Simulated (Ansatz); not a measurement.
fcc Ni was calculated with revPBE (plane waves, PAW; Ansatz, an electronic-structure program).

Numerical settings: plane-wave cutoff 520 eV, 26×26×26 k mesh, Fermi–Dirac smearing 0.05 eV, spin-polarised with parallel moments, scalar-relativistic PAW data made under PBE.

Results at a series of volumes:

```csv
V (Å³/atom),E − E_lowest (meV/atom)
10.456,25.88
10.679,11.03
10.901,2.64
11.123,0.00
11.346,2.47
11.568,9.50
11.791,20.57
```

Problem. Fit the third-order Birch–Murnaghan equation and give B0 and B′.

Solution. V0 = 11.123 Å³/atom, B0 = 184 GPa, B′ = 4.8 (fit to the energies at full precision).

Measured, for comparison: bulk modulus 192 GPa (0 K value with the zero-point phonon effect removed, our sources range from 186 to 195; as tabulated in Mejia-Rodriguez and Trickey (2018), arXiv:1807.09216); equilibrium volume per atom 10.79 Å³/atom (static lattice: zero-point anharmonic expansion removed; as tabulated in Mejia-Rodriguez and Trickey (2018), arXiv:1807.09216). Computed (rounded) less measured: bulk modulus -4 % (-1 % to -6 % over the range), equilibrium volume per atom +3.1 %.

Computed values are for the static lattice.
